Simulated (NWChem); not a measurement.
# C3H4O (propargyl alcohol): levels of theory compared

Aim: a comparison of 6 runs (HF/3-21G, HF/def2-SVP, M06-2X/6-31G*, B3LYP/6-31G*, PBE/6-311G**) of C3H4O (propargyl alcohol). 

Program for the calculation: NWChem 7.3.0.

## Step 1: The structure to begin with

C3H4O: 8 atoms, total charge 0, spin state singlet. SMILES: `C#CCO`. The shape is that of a PBE0-D4/def2-TZVP optimisation. This is one conformer, not always the lowest.

Bond lengths: C1–C2 1.200 Å, C2–C3 1.458 Å, C3–O4 1.410 Å, C1–H5 1.064 Å, C3–H6 1.099 Å, C3–H7 1.093 Å, O4–H8 0.961 Å. Angles: C1–C2–C3 178.1°, C2–C3–O4 113.4°, C2–C1–H5 179.3°, C2–C3–H6 108.8°, C2–C3–H7 109.6°, O4–C3–H6 111.4°, O4–C3–H7 106.3°, C3–O4–H8 108.1°, H6–C3–H7 107.1°.

## Step 2: Energy and gradient at HF/3-21G (run 1)

Input file calc.nw:

```
START calc
TITLE "C3H4O"
memory 2200 mb

GEOMETRY noautosym nocenter noautoz
  C       -0.636000       1.383820      -1.088110
  C       -0.111980       0.626580      -0.318250
  C        0.516910      -0.328850       0.585990
  O       -0.281560      -1.461500       0.847500
  H       -1.103180       2.063540      -1.761060
  H        1.495600      -0.613620       0.175390
  H        0.700350       0.146860       1.552640
  H       -0.580130      -1.816820       0.005890
END

BASIS spherical bse
  * library 3-21G
END

SCF
  thresh 1e-08
  maxiter 80
END

TASK scf gradient
```

Started as:

```console
$ nwchem calc.nw > calc.out
```

The program printed:

```text
[...]
  functions       =    44
[...]
  wavefunction    = RHF
[...]
         Total SCF energy =   -189.648259188550
      One-electron energy =   -460.433502023394
      Two-electron energy =    168.260514833180
 Nuclear repulsion energy =    102.524728001663
        Time for solution =      1.4s
[...]
                         RHF ENERGY GRADIENTS
    atom               coordinates                        gradient
                 x          y          z           x          y          z
   1 C      -1.201866   2.615041  -2.056230   -0.005862   0.011191  -0.012350
   2 C      -0.211612   1.184065  -0.601405    0.013719  -0.025091   0.025267
   3 C       0.976818  -0.621436   1.107361   -0.025534  -0.013362  -0.011089
   4 O      -0.532071  -2.761835   1.601543    0.009584   0.011938  -0.002862
   5 H      -2.084708   3.899525  -3.327921   -0.005266   0.007142  -0.006862
   6 H       2.826274  -1.159574   0.331439    0.007481  -0.002634  -0.002326
   7 H       1.323470   0.277525   2.934064    0.001404   0.003251   0.007580
   8 H      -1.096287  -3.433292   0.011130    0.004473   0.007565   0.002643
[...]
```

Run time: 2.2 s. Hardware: 1 thread of Intel Xeon 6975P-C (Granite Rapids), shared host; peak memory 0.1 GiB.

## Step 3: Energy and gradient at HF/def2-SVP (run 2)

Input file sp.nw:

```
start sp
memory total 2200 mb
charge 0
geometry units au noautosym nocenter noautoz
   C  -1.20186582  2.61504081 -2.05622989
   C  -0.21161153  1.18406460 -0.60140534
   C   0.97681833 -0.62143644  1.10736061
   O  -0.53207129 -2.76183473  1.60154289
   H  -2.08470807  3.89952545 -3.32792109
   H   2.82627439 -1.15957374  0.33143906
   H   1.32346969  0.27752518  2.93406437
   H  -1.09628682 -3.43329222  0.01113049
end
basis spherical bse
   * library def2-SVP
end
scf
   thresh 1e-08
   maxiter 80
   print low
end
task scf gradient
```

Started as:

```console
$ nwchem sp.nw > sp.out
```

The program printed:

```text
[...]
  functions       =    76
[...]
  wavefunction    = RHF
[...]
         Total SCF energy =   -190.567539896691
      One-electron energy =   -461.693793757557
      Two-electron energy =    168.601533254499
 Nuclear repulsion energy =    102.524720606367
        Time for solution =      7.6s
[...]
                         RHF ENERGY GRADIENTS
    atom               coordinates                        gradient
                 x          y          z           x          y          z
   1 C      -1.201866   2.615041  -2.056230   -0.009505   0.013156  -0.013988
   2 C      -0.211612   1.184065  -0.601405    0.015348  -0.020148   0.021016
   3 C       0.976818  -0.621436   1.107361   -0.002415   0.017334  -0.014858
   4 O      -0.532071  -2.761835   1.601543   -0.002462  -0.005918   0.022137
   5 H      -2.084708   3.899525  -3.327921    0.000199  -0.000546   0.000535
   6 H       2.826274  -1.159574   0.331439    0.003632  -0.000220  -0.001184
   7 H       1.323470   0.277525   2.934064    0.000015   0.000680   0.003161
   8 H      -1.096287  -3.433292   0.011130   -0.004812  -0.004338  -0.016818
 Task  times  cpu:        9.2s     wall:        9.2s
 Total times  cpu:        9.2s     wall:        9.2s
```

Wall time 9.9 s (1 thread of Intel Xeon 6975P-C (Granite Rapids), shared host); peak memory 0.11 GiB.

Run 3 isn't shown in full; the table further down has it.

## Step 4: Energy and forces at B3LYP/6-31G(d) (spherical functions) (run 4)

Input file c3h4o.nw:

```
start c3h4o
title "C3H4O"
memory 2200 mb

geometry units bohr noautosym nocenter noautoz
C     -1.20186582     2.61504081    -2.05622989
C     -0.21161153     1.18406460    -0.60140534
C      0.97681833    -0.62143644     1.10736061
O     -0.53207129    -2.76183473     1.60154289
H     -2.08470807     3.89952545    -3.32792109
H      2.82627439    -1.15957374     0.33143906
H      1.32346969     0.27752518     2.93406437
H     -1.09628682    -3.43329222     0.01113049
end

basis spherical bse
* library 6-31G*
end

dft
xc b3lyp
mult 1
grid xfine
convergence energy 1e-08
maxiter 100
mulliken
end

task dft gradient
```

Started as:

```console
$ nwchem c3h4o.nw > c3h4o.out
```

The program printed:

```text
[...]
          Wavefunction type:  closed shell.
          No. of atoms     :     8
          No. of electrons :    30
[...]
          Charge           :     0
          Spin multiplicity:     1
[...]
          AO basis - number of functions:    64
[...]
              XC Information
              --------------
                         B3LYP Method XC Potential
                     Hartree-Fock (Exact) Exchange  0.200
                        Slater Exchange Functional  0.800 local
                    Becke 1988 Exchange Functional  0.720 non-local
              Lee-Yang-Parr Correlation Functional  0.810
                  VWN I RPA Correlation Functional  0.190 local
[...]
 d= 0,ls=0.0,diis     1   -191.7787302008 -2.94D+02  1.70D-02  6.04D-01     3.6
[...]
 d= 0,ls=0.0,diis     8   -191.8480535873 -5.46D-09  9.49D-06  5.76D-07    24.1
         Total DFT energy =     -191.848053587280
      One electron energy =     -462.535930741266
           Coulomb energy =      194.510735709142
    Exchange-Corr. energy =      -26.347579161523
 Nuclear repulsion energy =      102.524720606367
[...]
      Total Density - Mulliken Population Analysis
     ---------------------------------------------
    Atom       Charge   Shell Charges
 -----------   ------   -------------------------------------------------------
    1 C    6     6.47   2.00  0.68  2.01  0.69  1.06  0.02
    2 C    6     5.72   2.00  0.69  2.02  0.45  0.54  0.03
    3 C    6     6.13   2.00  0.67  2.08  0.55  0.77  0.07
    4 O    8     8.61   2.00  0.91  2.93  0.97  1.79  0.03
    5 H    1     0.81   0.51  0.30
    6 H    1     0.85   0.53  0.31
    7 H    1     0.82   0.53  0.29
    8 H    1     0.60   0.48  0.12
[...]
  wavefunction    = closed shell
                         DFT ENERGY GRADIENTS
    atom               coordinates                        gradient
                 x          y          z           x          y          z
   1 C      -1.201866   2.615041  -2.056230    0.006557  -0.009367   0.009864
   2 C      -0.211612   1.184065  -0.601405   -0.003838   0.004749  -0.005793
   3 C       0.976818  -0.621436   1.107361   -0.003819  -0.001754   0.000076
   4 O      -0.532071  -2.761835   1.601543    0.002036   0.003467  -0.010538
   5 H      -2.084708   3.899525  -3.327921    0.000663  -0.000942   0.000855
   6 H       2.826274  -1.159574   0.331439   -0.003005   0.000657   0.000188
   7 H       1.323470   0.277525   2.934064   -0.000793   0.000266  -0.002310
   8 H      -1.096287  -3.433292   0.011130    0.002199   0.002923   0.007659
[...]
```

Run time: 29 s. Hardware: 1 thread of Intel Xeon 6975P-C (Granite Rapids), shared host; peak memory 0.14 GiB.

Run 5 isn't shown in full; the table further down has it.

## Step 5: Energy and forces at PBE/6-311G(d,p) (run 6)

Input file run.py:

```python
from ase import Atoms
from ase.calculators.nwchem import NWChem

system = Atoms(['C', 'C', 'C', 'O', 'H', 'H', 'H', 'H'], positions=[
    [-0.636000, 1.383820, -1.088110],
    [-0.111980, 0.626580, -0.318250],
    [0.516910, -0.328850, 0.585990],
    [-0.281560, -1.461500, 0.847500],
    [-1.103180, 2.063540, -1.761060],
    [1.495600, -0.613620, 0.175390],
    [0.700350, 0.146860, 1.552640],
    [-0.580130, -1.816820, 0.005890],
])

calc = NWChem(
    label='test',
    theory='dft',
    memory='2200 mb',
    basis='6-311G**',
    basispar='spherical bse',
    dft={'xc': 'xpbe96 cpbe96', 'mult': '1', 'grid': 'fine', 'convergence': 'energy 1e-08', 'iterations': '100', 'mulliken': None},
)
system.calc = calc

forces = system.get_forces()
print(f"energy = {system.get_potential_energy():.6f} eV")
print("forces (eV/A):")
for s, f in zip(system.symbols, forces):
    print(f"{s:2s} {f[0]:10.5f} {f[1]:10.5f} {f[2]:10.5f}")
print("dipole (e A):", system.get_dipole_moment().round(4))
```

Started as:

```console
$ export ASE_NWCHEM_COMMAND="nwchem PREFIX.nwi > PREFIX.nwo"
$ python run.py
```

The program printed:

```text
energy = -5215.759618 eV
forces (eV/A):
C    -0.50409    0.69553   -0.72289
C     0.53798   -0.60879    0.70952
C     0.00417    0.16692   -0.21916
O    -0.25444   -0.36181    0.69713
H    -0.10166    0.14110   -0.14434
H     0.34705   -0.03168   -0.12382
H     0.06639    0.12398    0.27156
H    -0.09544   -0.12526   -0.46804
dipole (e A): [ 0.0827  0.0422 -0.2546]
```

The calculator wrote test.nwi:

```
title "test"

permanent_dir test

scratch_dir test

start test

geometry units angstrom nocenter noautosym noautoz
  C  -6.3600000000000001e-01 1.3838200000000001e+00 -1.0881099999999999e+00
  C  -1.1198000000000000e-01 6.2658000000000003e-01 -3.1824999999999998e-01
  C  5.1690999999999998e-01 -3.2884999999999998e-01 5.8599000000000001e-01
  O  -2.8155999999999998e-01 -1.4615000000000000e+00 8.4750000000000003e-01
  H  -1.1031800000000000e+00 2.0635400000000002e+00 -1.7610600000000001e+00
  H  1.4956000000000000e+00 -6.1362000000000005e-01 1.7538999999999999e-01
  H  7.0035000000000003e-01 1.4685999999999999e-01 1.5526400000000000e+00
  H  -5.8013000000000003e-01 -1.8168200000000001e+00 5.8900000000000003e-03
end

memory 2200 mb

basis spherical bse noprint
   * library 6-311G**
end

dft
  xc xpbe96 cpbe96
  mult 1
  grid fine
  convergence energy 1e-08
  iterations 100
  mulliken
end

task dft gradient
```

test.nwo:

```text
Northwest Computational Chemistry Package (NWChem) 7.3.0
             --------------------------------------------------------

           Job information
           ---------------

    nwchem branch   = 7.3.0
    use scalapack   = T
    input           = test.nwi
    prefix          = test.
    data base       = test/test.db
    status          = startup
    nproc           =        1

           Memory information
           ------------------

    heap     =     72089598 doubles =      550.0 Mbytes
    stack    =     72089595 doubles =      550.0 Mbytes
    global   =    144179200 doubles =     1100.0 Mbytes (distinct from heap & stack)
    total    =    288358393 doubles =     2200.0 Mbytes
    verify   = yes
    hardfail = no

[... 106 lines left out ...]
  convergence criterion.
[... 37 lines left out ...]
          Spatial weights used:  Erf1
[... 75 lines left out ...]
         Total DFT energy =     -191.675632146236
[... 3 lines left out ...]
 Nuclear repulsion energy =      102.524728001663
[... 744 lines left out ...]
          Convergence on gradient requested:  5.00D-04
[... 24 lines left out ...]
          total energy or number of iterations.
[... 26 lines left out ...]
                         DFT ENERGY GRADIENTS

    atom               coordinates                        gradient
                 x          y          z           x          y          z
   1 C      -1.201866   2.615041  -2.056230    0.009803  -0.013526   0.014058
   2 C      -0.211612   1.184065  -0.601405   -0.010462   0.011839  -0.013798
   3 C       0.976818  -0.621436   1.107361   -0.000081  -0.003246   0.004262
[... 4 lines of this table left out ...]
   8 H      -1.096287  -3.433292   0.011130    0.001856   0.002436   0.009102

                 ----------------------------------------
                 |  Time  |  1-e(secs)   |  2-e(secs)   |
                 ----------------------------------------
                 |  CPU   |       0.01   |       2.80   |
                 ----------------------------------------
                 |  WALL  |       0.01   |       2.80   |
                 ----------------------------------------

 Task  times  cpu:       26.7s     wall:       26.7s
 Total times  cpu:       26.7s     wall:       26.7s
```

Run time: 28 s. Hardware: 1 thread of Intel Xeon 6975P-C (Granite Rapids), shared host; peak memory 0.12 GiB.

## Step 6: All runs side by side

| run | level | iteration cap | module | energy (Eh) | dipole moment (D) | HOMO energy (eV) | LUMO energy (eV) | wall time |
| --- | --- | --- | --- | --- | --- | --- | --- | --- |
| 1 | HF/3-21G | 80 | scf | -189.648259 | 1.89 | -10.76 | 5.22 | 2.2 s |
| 2 | HF/def2-SVP | 80 | scf | -190.567540 | – | – | – | 9.9 s |
| 3 | M06-2X/6-31G* (spherical functions) | 100 | dft | -191.764845 | – | – | – | 49 s |
| 4 | B3LYP/6-31G* (spherical functions) | 100 | dft | -191.848054 | 1.46 | -7.26 | 0.80 | 29 s |
| 5 | B3LYP/6-31G* (Cartesian functions) | 100 | dft | -191.852023 | 1.47 | -7.26 | 0.79 | 45 s |
| 6 | PBE/6-311G** | 100 | dft | -191.675632 | 1.30 | -6.26 | -0.43 | 28 s |

## Step 7: Outcome

| quantity | value |
| --- | --- |
| run 6: total energy | -191.67563 Eh |
| run 6: dipole moment | 1.30 D |
| run 6: HOMO energy | -6.26 eV |
| run 6: LUMO energy | -0.43 eV |
| run 6: HOMO–LUMO gap | 5.82 eV |
| run 6: largest force on an atom | 1.123 eV/Å |

Over runs 1, 4, 5, 6 the dipole moment (its size) runs from 1.30 D (PBE/6-311G**) to 1.89 D (HF/3-21G). The two ends differ in method and basis. Over runs 1, 4, 5, 6 the HOMO–LUMO gap runs from 5.82 eV (PBE/6-311G**) to 15.98 eV (HF/3-21G). Totals of different functionals can't be ranked against each other. All runs together took 2.7 min, the longest 49 s.
